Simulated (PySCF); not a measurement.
Magnetic susceptibility: SMILES OF, FHO

Molfile (atoms numbered from 1):
```
FHO
     RDKit          3D

  3  2  0  0  0  0  0  0  0  0999 V2000
   -0.2063    0.4794    0.0245 O   0  0  0  0  0  0  0  0  0  0  0  0
    0.9978   -0.2196    0.1886 F   0  0  0  0  0  0  0  0  0  0  0  0
   -0.7792   -0.2630   -0.2271 H   0  0  0  0  0  0  0  0  0  0  0  0
  1  2  1  0
  1  3  1  0
M  END
```

Computed with PySCF, GIAO B3LYP/MINI magnetisability, rotational g tensor and spin-rotation constants, non-relativistic, gas phase. Geometry: PBE0-D3(BJ)/def2-SVP.

Problem. What are the magnetisability and the molar susceptibility?

Solution. Isotropic -236 × 10⁻³⁰ J/T², or -14.2 × 10⁻⁶ cm³/mol; principal values -320, -198, -190 × 10⁻³⁰ J/T², anisotropy 126 × 10⁻³⁰ J/T² (root of half the summed squared differences of the principal values). The susceptibility is in cgs units.

Problem. Split it along the inertial axes a, b, c into diamagnetic and paramagnetic parts about the centre of mass, with the quadrupole moment.

Solution. 
```tsv
axis	χ (10⁻⁶ cm³/mol)	diamagnetic (10⁻⁶ cm³/mol)	paramagnetic (10⁻⁶ cm³/mol)	summed x² of all electrons (Å²)	quadrupole Θ (D Å)
a	-19.3	-20.9	1.7	11.2	-0.03
b	-11.9	-57.3	45.3	2.7	+1.44
c	-11.4	-59.0	47.6	2.3	-1.42
```
Anisotropies 2χaa − χbb − χcc = -15.2 and 2χbb − χaa − χcc = +6.9 × 10⁻⁶ cm³/mol. Θ is traceless in Buckingham's convention.

Problem. And the rotational g tensor?

Solution. 
```
axis  rotational constant (GHz)        g  nuclear part  electronic part
   a                   589.2264  +0.5028        0.9613          -0.4585
   b                    28.1917  -0.0849        0.5155          -0.6004
   c                    26.9045  -0.0659        0.5359          -0.6018
```
Asymmetric top; isotopes 19F, 1H, 16O; no vibrational averaging.
